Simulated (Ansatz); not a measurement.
`N[SiH2]N` + H–F → `N[SiH2]F` + NH₃ at 500 K and 1 bar (ligand exchange at the Si–N bond).

Gas-phase electronic energies from Ansatz, PBE0-D4/def2-TZVP geometries. CCSD(T)/CBS adds triple-zeta CCSD(T) − MP2 to the extrapolated MP2 energy (def2 sets, frozen cores). This one scheme is used for every species. Each species was taken in one conformer, which may not be the lowest.

| species | CCSD(T)/CBS energy (Eh) | H − E (kJ/mol) | S (J/(mol·K)) |
| --- | --- | --- | --- |
| `N[SiH2]N` | -402.15462 | 220.1 | 343.5 |
| H–F | -100.39570 | 39.4 | 188.7 |
| `N[SiH2]F` | -446.07709 | 152.9 | 325.1 |
| NH₃ | -56.50880 | 108.2 | 211.8 |

H − E and S are ideal-gas, rigid-rotor, harmonic terms from PBE0-D4/def2-TZVP, for one conformer and one mirror image of each species. 1 Eh = 2625.50 kJ/mol, R = 8.31446 J/(mol·K).

Problem. By hand: ΔE, ΔH, ΔS and ΔG.

Solution. ΔE = (-446.07709) + (-56.50880) − (-402.15462) − (-100.39570) = -0.03557 Eh = -93.4 kJ/mol. Δ(H − E) = 152.9 + 108.2 − 220.1 − 39.4 = 1.6, so ΔH = -91.8 kJ/mol. ΔS = 325.1 + 211.8 − 343.5 − 188.7 = 4.7 J/(mol·K). ΔG = -91.8 − 500 × (4.7)/1000 = -94.1 kJ/mol.

Problem. By hand: the equilibrium constant, and the temperature at which ΔG would vanish if ΔH and ΔS stayed fixed.

Solution. log₁₀ K = −ΔG/(RT ln 10) = 9.8. ΔH and −TΔS have one sign here, so there is no such temperature. One of them is within its doubt of zero, so this could turn.

The number of gas molecules stays the same, so ΔS is small and ΔH decides. A doubt of 5 kJ/mol in ΔE shifts log₁₀ K by 0.5 here. Other conformers and mirror images would add mixing entropy, several J/(mol·K) or more a flexible species. These are equilibria of isolated gas molecules and say nothing of rates. Largest T1 diagnostic: 0.011 (customary marks: 0.02 for closed shells, 0.045 for open ones).
